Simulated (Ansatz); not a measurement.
# CH4FSi: the cost of one run

All numbers below are computed with Ansatz 0.2.0 (RKS revPBE-D4/6-31G*).

## Step 1: The starting structure

Bond lengths: F1–C2 1.373 Å, C2–Si3 1.912 Å, C2–H4 1.101 Å, C2–H5 1.101 Å, Si3–H6 1.459 Å, Si3–H7 1.460 Å. Angles: F1–C2–Si3 104.6°, F1–C2–H4 107.1°, F1–C2–H5 107.1°, Si3–C2–H4 114.7°, Si3–C2–H5 114.7°, H4–C2–H5 108.0°, C2–Si3–H6 114.9°, C2–Si3–H7 120.5°, H6–Si3–H7 124.6°.

As a file:

```xyz
7

F    -1.7051    0.2507    0.0714
C    -0.5838   -0.2563   -0.5386
Si    0.8609    0.2609    0.6013
H    -0.7300   -1.3433   -0.6320
H    -0.5458    0.1706   -1.5524
H     0.4688    1.0151    1.7870
H     2.2350   -0.0977    0.2632
```

## Step 2: Relaxing the start

input.yaml reads:

```yaml
crystal:
  periodic: [false, false, false]
  atoms:
    - { symbol: F, position_ang: [-1.70513, 0.25069, 0.07136] }
    - { symbol: C, position_ang: [-0.58379, -0.25634, -0.53856] }
    - { symbol: Si, position_ang: [0.86092, 0.26089, 0.60133] }
    - { symbol: H, position_ang: [-0.72998, -1.34326, -0.63197] }
    - { symbol: H, position_ang: [-0.54583, 0.17056, -1.55237] }
    - { symbol: H, position_ang: [0.46882, 1.01512, 1.78697] }
    - { symbol: H, position_ang: [2.235, -0.09766, 0.26324] }
total_charge: 1
basis:
  gaussian: { orbitals: "6-31G*" }
hamiltonian:
  xc: revpbe
  dispersion: d4
relax:
  f_tol: 0.02
  max_steps: 40
scf:
  lower_state_search: "off"
```

Command:

```sh
> ansatz run input.yaml --threads 1 --pin off --max-ram 2048MiB --backend cpu --events-out ev --progress --plain --runs-dir out
```

Q: Estimate wall time and peak memory on 1 thread of Arm Neoverse V1, shared host.

About 9 s, with a peak of 0.11 GiB.
